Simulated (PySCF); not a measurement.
**Worked example: HNSi⁺, doublet against HNSi, singlet**

Geometry (PBE0/def2-TZVP stationary point of a singlet), kept for both states (HNSi, singlet: Σ⁺; HNSi⁺, doublet: Π):

```xyz
3

Si    0.0000    0.0000   -1.3636
N     0.0000    0.0000    0.1820
H     0.0000    0.0000    1.1816
```

Basis 6-31G; PySCF 2.14.0. Only valence electrons are correlated (noble-gas cores frozen). R marks a restricted (for open shells ROHF) determinant.

Full CI isn't at hand for all of this; RCCSDT serves as the reference. It lacks quadruple excitations, which often exceed the step from CCSD(T) to CCSDT.

```
   level  E(HNSi, singlet) (hartree)  E(HNSi⁺, doublet) (hartree)
RCCSD(T)                 -344.054842                  -343.680990
     PBE                 -344.553945                  -344.155972
  r2SCAN                 -344.704430                  -344.309227
  RCCSDT                 -344.055329                  -343.681540
```

Question: Give the vertical gap, HNSi⁺ doublet less HNSi singlet, at each level in eV (1 hartree = 27.2114 eV), and each error against RCCSDT.

Answer: RCCSDT: (-343.681540 − (-344.055329)) × 27.2114 = 10.171 eV (the reference)
r2SCAN: (-344.309227 − (-344.704430)) × 27.2114 = 10.754 eV, error 0.583 eV
PBE: (-344.155972 − (-344.553945)) × 27.2114 = 10.829 eV, error 0.658 eV
RCCSD(T): (-343.680990 − (-344.054842)) × 27.2114 = 10.173 eV, error 0.002 eV

Total energies of functionals can't be set beside those of wave-function methods, since they hold the core's correlation and their own absolute errors; only the differences compare.

The set has no polarisation functions, so the order and spacing of states can differ from the basis-set limit.

In so small a basis the reference is far from its limit while semilocal and hybrid functionals are nearer theirs, so the functionals' errors here hold much of the reference's basis and frozen-core error, which can add to them or hide them.

Each level lands on the state that its own search finds. T1 diagnostics of restricted CCSD: 0.028 and 0.024.
